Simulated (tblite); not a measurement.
C₅H₁₁O (doublet state).
Geometry (GFN2-xTB, Å), atoms numbered from 1 in this order:
```
atom  x, y, z in Å
C1    -1.335   -1.232    0.734
C2    -0.456   -0.324   -0.127
C3    -1.119    1.042   -0.282
C4     0.933   -0.204    0.500
C5     1.960    0.472   -0.418
O6     3.171    0.635    0.050
H7    -0.884   -2.216    0.843
H8    -2.317   -1.354    0.282
H9    -1.464   -0.802    1.724
H10   -0.354   -0.781   -1.119
H11   -1.225    1.524    0.687
H12   -2.109    0.936   -0.722
H13   -0.534    1.695   -0.928
H14    0.875    0.349    1.440
H15    1.321   -1.199    0.735
H16    1.970   -0.015   -1.428
H17    1.559    1.486   -0.684
```

The geometry is computed with GFN2-xTB (gas phase). This method treats the open shell by occupation alone, without spin polarisation.

Take the most abundant isotopes and a rigid rotor. The values belong to one conformer with, in the numbering `[CH3:1][CH:2]([CH3:3])[CH2:4][CH2:5][O:6]`, C1–C2–C4–C5 169°, C2–C4–C5–O6 179°.

(1) What are A, B and C (cm⁻¹)?

(2) What kind of rotor is it?

(3) Is it planar, by Δ = Ic − Ia − Ib?

(4) Give the other two planar moments, Paa and Pbb, and the rms extents of the mass along the axes.

(5) Where do the levels up to J = 2 lie, in K?

(6) Estimate the classical rotational partition function at 10 K, 25 K and 100 K.

## Answers

(1) Ia = 71.01, Ib = 280.04, Ic = 325.22 u·Å²; 505379 MHz·u·Å²/I gives 7117, 1805 and 1554 MHz, that is A = 0.23741, B = 0.06020, C = 0.05183 cm⁻¹.

(2) A near-prolate asymmetric top. Ray's parameter κ = (2B − A − C)/(A − C) = -0.910; −1 is the prolate and +1 the oblate limit.

(3) Not planar: Δ = Ic − Ia − Ib = -25.82 u·Å². For a rigid frame Δ = −2 Σ m c², so Σ m c² = 12.91 u·Å² lies off the ab plane: 9.05 from hydrogen and 3.86 from heavier atoms. The atom farthest from that plane is 1.43 Å away.

(4) Paa = Σ m a² = (Ib + Ic − Ia)/2 = 267.13 and Pbb = Σ m b² = (Ia + Ic − Ib)/2 = 58.10 u·Å². With the mass M = 87.08 u, the rms extents √(P/M) along a, b and c are 1.75, 0.82, 0.39 Å.

(5) Above 0(0,0), as E/k:
J = 1: 1(0,1) 0.161, 1(1,1) 0.416, 1(1,0) 0.428
J = 2: 2(0,2) 0.483, 2(1,2) 0.726, 2(1,1) 0.763, 2(2,1) 1.527, 2(2,0) 1.528

(6) Point group C1, symmetry number σ = 1; q = (√π/σ)·√((kT/h)³/(ABC)), k/h = 20836.6 MHz/K: 1190 at 10 K, 4720 at 25 K, 37700 at 100 K.

For this open shell read J as N, the rotation without spin; fine and hyperfine splittings come on top. Its GFN2-xTB frequencies are all real (lowest 74 cm⁻¹). No vibrational averaging or centrifugal distortion is included, and the geometry carries the error of its method.
